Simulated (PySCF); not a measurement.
Gas-phase reaction: 2 H₃SiSiCl₃ + 5 CH₂Cl₂ + C₅H₈ (cyclic) → 4 (CH₃)₂SiCl₂ + 2 CCl₄. Level: ωB97M-V/def2-TZVP†; standard pressure 1 bar.

Energies from PySCF, thermal terms from the rigid-rotor harmonic-oscillator model, ideal gas at 1 bar. † marks an energy on the PBE0/def2-TZVP geometry and frequencies. All species are closed-shell singlets. H₃SiSiCl₃: computed as isolated molecules; such fragments, hydroxides, amides, oligomers or adducts are transient or little studied in the gas. The harmonic model lacks anharmonicity and excited electronic states, which grow with temperature; levels with a mode under 35 cm⁻¹ are left out. Internal rotation in H₃SiSiCl₃, (CH₃)₂SiCl₂ is treated as a harmonic vibration of one conformer, which makes the entropy rough.

| T (K) | 1000/T (1/K) | log10 K |
|---|---|---|
| 800 | 1.2500 | 31.61 |
| 1000 | 1.0000 | 22.42 |
| 1200 | 0.8333 | 16.35 |
| 1400 | 0.7143 | 12.05 |
| 1600 | 0.6250 | ? |
| 1800 | 0.5556 | 6.38 |

Task: Fit log10 K = a + b·(1000/T) to the five rows, get the mean ΔH° and ΔS°, and predict log10 K at 1600 K.

Result: Means: 1000/T = 0.8706, log10 K = 17.762. Sums of products about the means: Sxy = 10.38746, Sxx = 0.285735, so b = Sxy/Sxx = 36.35 and a = 17.762 − (36.35)×0.8706 = -13.89.
ΔH° = −R ln 10 × 1000 K × b = −19.145 × (36.35) = -696 kJ; ΔS° = R ln 10 × a = -266 J/K. The run's own values go from -707 kJ and -279 J/K at 800 K to -677 kJ and -254 J/K at 1800 K.
Prediction at 1600 K: -13.89 + (36.35)×0.6250 = 8.83. The computed value is 8.85, 0.02 from the line.
For scale, ΔH°(298 K) is -734 kJ at this level, -699 kJ at ωB97X-V/def2-TZVP†, and runs from -757 to -298 kJ over the 18 levels computed.
